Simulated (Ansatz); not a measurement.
# Multireference treatment of C2H2O2, singlet

Computed with Ansatz's Gaussian-basis code (development build). Basis aug-cc-pVDZ, nonrelativistic, 4 orbitals frozen in the corrections. State-specific CASSCF; RHF is the lowest restricted (open-shell) Hartree–Fock solution met. No symmetry is imposed, so a solution can break that of the shape. No proof that the lowest CASSCF solution was found.

Geometry:

```csv
atom,x (Å),y (Å),z (Å)
C,-0.2801,0.3474,-0.7026
C,0.2801,0.3474,0.7026
O,0.1724,-0.3923,-1.5650
H,-1.1116,1.0544,-0.8790
O,-0.1724,-0.3923,1.5650
H,1.1116,1.0544,0.8790
```

(1) What do CASSCF and its corrections give against RHF in CAS(4,4), and what are the occupations?

(2) How do single-reference totals in the same basis and frozen core stand against SC-NEVPT2 in CAS(4,4)?

(3) Roughly how much CPU time does a whole run from the default start take (median of such runs, summed over threads; nearly all runs on one pinned thread of a shared server, mostly Xeon at 2.3 to 2.6 GHz, by a development driver)?

Results:

(1) CASSCF -1.963 eV, SC-NEVPT2 -17.596 eV; occupations 1.91, 1.91, 0.09, 0.09.

(2) CCSD(T) -1.284 eV. Coupled cluster stands on the determinant that it favours, which can lie over the RHF solution above, and is in doubt where the occupations are far from 0, 1 and 2.

(3) CAS(4,4): about 9.9 s. Other jobs ran beside these, and the count of passes differs.
